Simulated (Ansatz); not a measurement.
Cost and result up the ladder for the cluster C3H5 (8 atoms). The state is a doublet with charge 0. Geometry: PBE0-D4/def2-TZVP.

```xyz
8

C     0.336   -0.281   -0.181
C    -0.975   -0.578   -0.483
C     0.742    0.772    0.609
H    -1.233   -1.421   -1.111
H     0.018    1.449    1.050
H     1.108   -0.926   -0.596
H     1.789    0.956    0.811
H    -1.786    0.030   -0.098
```

Ansatz on 2 threads of Arm Neoverse N1 on a shared host. Times are rough, and most runs start from the orbitals of an earlier one. ωB97M-V/def2-TZVP serves as the yardstick here, not as an exact answer. Differences are given only for rows in sets of like size (and for xTB, whose basis is part of the method), since another set adds its own error. Binding counts from free atoms at the same level (C triplet, H doublet; other spins of the atoms weren't run), without zero-point energy or a counterpoise term.

LC-ωPBE has ω = 0.4 bohr⁻¹. B3LYP takes the VWN-RPA correlation. Correlated methods freeze 3 core orbitals. The structure comes from a short search, and lower isomers may exist.

Run but left out: MP2/def2-TZVP (⟨S²⟩ 0.95, where a pure state has 0.75).

Correlated methods converge slowly with the basis.

| level | functions | binding energy per atom (eV) | difference from ωB97M-V/def2-TZVP (eV) | remarks |
| --- | --- | --- | --- | --- |
| ωB97M-V/def2-TZVP | 123 | 4.15 | 0.00 | – |
| PBE-D4/def2-TZVPD | 156 | 4.26 | 0.11 | – |
| B3LYP-D4/6-31G | 37 | 4.11 | – | – |
| LDA (SPW92)/def2-TZVP | 123 | 4.71 | 0.55 | – |
| PBE-D4/def2-SVP | 67 | 4.29 | – | – |
| LC-ωPBE/def2-TZVP | 123 | 4.15 | 0.00 | – |
| PBE0-D4/def2-SVP | 67 | 4.23 | – | – |
| revPBE-D4/def2-TZVP | 123 | 4.17 | 0.01 | – |
| r2SCAN-D4/def2-TZVPD | 156 | 4.19 | 0.04 | – |
| ωB97X-V/def2-TZVP | 123 | 4.14 | -0.01 | – |
| PBE0-D4/def2-TZVP | 123 | 4.20 | 0.04 | – |
| CCSD(T)/def2-TZVPD | 156 | 4.02 | -0.14 | spin-contaminated (⟨S²⟩ 0.95) |
| PBE-D4/def2-TZVP (with forces) | 123 | 4.26 | 0.10 | – |
| BHLYP-D4/def2-TZVP | 123 | 4.07 | -0.08 | – |

Question: Estimate how long each takes.

Answer: B3LYP-D4/6-31G 1.3 s; LDA (SPW92)/def2-TZVP 1.4 s; PBE-D4/def2-SVP 1.7 s; PBE0-D4/def2-SVP 1.8 s; revPBE-D4/def2-TZVP 2.7 s; PBE-D4/def2-TZVP (with forces) 3.1 s; BHLYP-D4/def2-TZVP 3.3 s; LC-ωPBE/def2-TZVP 3.4 s; PBE-D4/def2-TZVPD 3.9 s; PBE0-D4/def2-TZVP 5.5 s; r2SCAN-D4/def2-TZVPD 8 s; ωB97X-V/def2-TZVP 9.5 s; ωB97M-V/def2-TZVP 10 s; CCSD(T)/def2-TZVPD 1.7 min. On shared hardware such times vary by a factor of up to 3.
